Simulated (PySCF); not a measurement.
# The bond of F2, level by level

The task here is to estimate one member of a computed series from the others.

Computed with PySCF 2.14.0. Level: F 3-21G, no relativity.

Set-up of the first run:

The job is set up so:

```
atoms                         : F, F
charge                        : 0
basis                         : F 3-21G
Hamiltonian                   : no relativity
basis functions               : 18
electrons treated             : 18
masses in u                   : 18.9984, 18.9984
levels                        : PBE0, PBE, r²SCAN, BLYP, B2PLYP, MN15, HF, MP2, SCS-MP2, CCSD, CCSD(T)
grid                          : 80 radial by 434 angular points
occupations                   : held fixed by the projection of orbital angular momentum
dissociation limit            : F + F, each in its ground configuration
starting distance in angstrom : 1.230
values of 2S to try           : 0, 2
```

On the command line:

```bash
$ OMP_NUM_THREADS=1 python dia.py task.json out
```

Among the steps run: The job; PBE0 along the bond; Excited determinants; PBE (GGA); r²SCAN; BLYP (GGA); B2PLYP; MN15; RHF (mean field); Adding correlation.

One table of the session follows, with a row left open; its other results are not shown here.

Differences from CCSD(T) in the same basis:

| level | Re (mÅ) | ωe (%) |
| --- | --- | --- |
| RHF | -95 | +42.4 |
| RHF-MP2 | -34 | +17.2 |
| RHF-SCS-MP2 | -25 | +12.8 |
| RHF-CCSD | -14 | +7.0 |
| PBE | -31 | +17.2 |
| BLYP | -21 | +14.6 |
| r²SCAN | -41 | +21.2 |
| PBE0 | ? | ? |
| MN15 | -62 | +25.9 |
| B2PLYP | -42 | +19.9 |

Estimate the missing values for PBE0.

**Answer.** Re (mÅ): -58; ωe (%): +26.2. In the column «Re (mÅ)» it lies between MN15 (-62) and B2PLYP (-42).

Hartree–Fock falls on the short and stiff side, its usual fault. CCSD(T) in a basis this small is itself some way from its limit, more so than the functionals.
